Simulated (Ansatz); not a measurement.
A calculation with Ansatz (development build ahead of 0.2.0).

```yaml
crystal:
  periodic: [false, false, false]
  atoms:
    - { symbol: S, position_ang: [0.0, 0.0, 0.0] }
    - { symbol: H, position_ang: [1.26878, 0.0, 1.06463] }
    - { symbol: H, position_ang: [-2.18034, 0.0, 1.82952] }
basis:
  gaussian: { orbitals: "6-31G" }
total_charge: 1
magnetization:
  initial_magnetization: 3
hamiltonian:
  xc: hf
correlation:
  method: fci
  frozen_orbitals: { H: 0, S: 5 }
```

The input is written out in the form of the current development build from the run's settings.

Results

```
Converged    : yes
Total energy : -398.21822 hartree
State        : lowest quartet root, of any spatial symmetry
```
